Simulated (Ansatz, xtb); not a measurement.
## Two isomers of BFH3Si+

Structure a: `B[SiH+]F`, a singlet. Structure b: `FB[SiH2+]`, a singlet. Both are isolated ions in the gas phase, relaxed with PBE0-D3(BJ)/pcseg-1, each in the lowest conformer that the search found.

Quicker runs give these differences E(b) − E(a): GFN2-xTB +7.81 kcal/mol; HF/STO-3G −31.20 kcal/mol (at GFN2-xTB geometries); r2SCAN-D4/def2-SVP −6.98 kcal/mol (at GFN2-xTB geometries).

Q: Estimate which is lower in electronic energy at CCSD(T)/def2-TZVPP, and by roughly how much.

A: Too close to call at this level: CCSD(T)/def2-TZVPP gives E(b) − E(a) = +0.99 kcal/mol.

Level by level:

```json
{"level": "GFN2-xTB", "geometry": "GFN2-xTB", "E(b) − E(a) (kcal/mol)": "+7.81", "departure from the last row (kcal/mol)": "+6.81", "job, with rough time for the two": "optimisation, 0.33 s"}
{"level": "HF/STO-3G", "geometry": "GFN2-xTB", "E(b) − E(a) (kcal/mol)": "−31.20", "departure from the last row (kcal/mol)": "−32.19", "job, with rough time for the two": "single point, 0.28 s"}
{"level": "r2SCAN-D4/def2-SVP", "geometry": "GFN2-xTB", "E(b) − E(a) (kcal/mol)": "−6.98", "departure from the last row (kcal/mol)": "−7.97", "job, with rough time for the two": "single point, 2.6 s"}
{"level": "PBE0-D3(BJ)/pcseg-1", "geometry": "PBE0-D3(BJ)/pcseg-1", "E(b) − E(a) (kcal/mol)": "−6.46", "departure from the last row (kcal/mol)": "−7.45", "job, with rough time for the two": "optimisation, 27 s"}
{"level": "HF/def2-TZVPP", "geometry": "PBE0-D3(BJ)/pcseg-1", "E(b) − E(a) (kcal/mol)": "+0.68", "departure from the last row (kcal/mol)": "−0.32", "job, with rough time for the two": "part of the CCSD(T) run"}
{"level": "MP2/def2-TZVPP", "geometry": "PBE0-D3(BJ)/pcseg-1", "E(b) − E(a) (kcal/mol)": "+2.00", "departure from the last row (kcal/mol)": "+1.01", "job, with rough time for the two": "part of the CCSD(T) run"}
{"level": "CCSD(T)/def2-TZVPP", "geometry": "PBE0-D3(BJ)/pcseg-1", "E(b) − E(a) (kcal/mol)": "+0.99", "departure from the last row (kcal/mol)": "", "job, with rough time for the two": "single point, 36 s"}
```

As drawn, b has 1 B–F, 1 Si–H in place of 1 F–Si, 1 B–H.

The largest departure from CCSD(T)/def2-TZVPP is that of HF/STO-3G, 32.19 kcal/mol.

With harmonic frequencies from PBE0-D3(BJ)/pcseg-1 (ideal gas, rigid rotor, one conformer each, 298.15 K, 1 atm): on the last row, ΔE + ΔZPE = +0.75, ΔH = +0.81, ΔG = +0.59 kcal/mol.

The correlated steps freeze 7 core orbitals. Programs: Ansatz 0.2.0, xtb 6.7.1; the last row on 1 thread of Intel(R) Xeon(R) Platinum 8259CL CPU @ 2.50GHz (Skylake/Cascade Lake) on a shared host.
